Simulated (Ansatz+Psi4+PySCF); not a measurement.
```yaml
atoms:
  - { symbol: N, position_ang: [0.0000, 0.0000, -1.2320] }
  - { symbol: N, position_ang: [0.0000, 0.0000, -0.0609] }
  - { symbol: O, position_ang: [0.0000, 0.0000, 1.1312] }
```

Basis set: cc-pVTZ (spherical functions). Frozen core: 3 orbitals. Charge 0, multiplicity 1.

Computed with Ansatz (development build ahead of 0.2.0) and Psi4 1.11; each method stands on the lowest determinant of its kind that the runs found. Restricted open shells among the atoms or ions are ROHF, correlated in semicanonical orbitals with singles.

Question: Give the vertical ionization energy (product with multiplicity 2 at the same shape, open shells in the same class of orbitals) of singlet N₂O by RHF-CCSD(T), RHF-CCSD, RHF-MP2, RHF.

Answer:

| method | ionization energy |
| --- | --- |
| RHF-CCSD(T) | 12.69 eV |
| RHF-CCSD | 12.57 eV |
| RHF-MP2 | 13.41 eV |
| RHF | 11.60 eV |

Caution: an unrestricted determinant lies well below; unrestricted orbitals would lower the determinant. Caution for RHF-CCSD(T), RHF-CCSD, RHF-MP2: large amplitudes, a single reference is doubtful; large share of triples, a single reference is doubtful.
